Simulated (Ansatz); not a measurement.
**Other spins and charges of SnH⁻, singlet at one geometry**

Geometry (PBE0/def2-TZVPD stationary point for this spin):

```
atom   x (Å)   y (Å)   z (Å)
  Sn  0.0000  0.0000  0.0000
   H  0.0000  0.0000  1.8060
```

Basis def2-SVPD with its core potentials; Ansatz 0.2.0. Only valence electrons are correlated (noble-gas cores and the filled d shells of p-block atoms frozen). R marks a restricted (for open shells ROHF) determinant. Active spaces: valence = (6e, 5o) chosen from the atoms' valence shells. No spin–orbit coupling is included; scalar relativity enters through the core potentials alone.

Gaps are energies of the second state less the first, at fixed atoms, for a selection of the levels run; each method lands on the state that its own search finds for that charge and spin.

The determinant of the SnH⁻ singlet fills πx and πy unequally, so it is a mixture of Σ and Δ, which weighs on every level built on one determinant.

Removing an electron, to the doublet: 0.160 eV at full CI (singlet A1, doublet ion B1, in C2v).

By full CI's occupations no single determinant describes the singlet well.

```csv
level,gap (eV),error (meV)
RHF,-0.669,-829
RMP2,-0.211,-371
RCCSD,-0.050,-210
BCCD(T),0.034,-126
RCCSDT*,0.145,-15
RCCSDT(Q)*,0.164,4
CASSCF (valence space),-0.640,-800
NEVPT2 (valence space),-0.069,-229
MRCISD (valence space),0.082,-78
MRCISD+Q (valence space),0.175,15
```

An asterisk marks runs whose energy the program itself flagged as in doubt.

Wrong sign: RHF, RMP2, RCCSD, CASSCF (valence space), NEVPT2 (valence space).

Full CI is exact within this basis and frozen core; it isn't the basis-set limit.
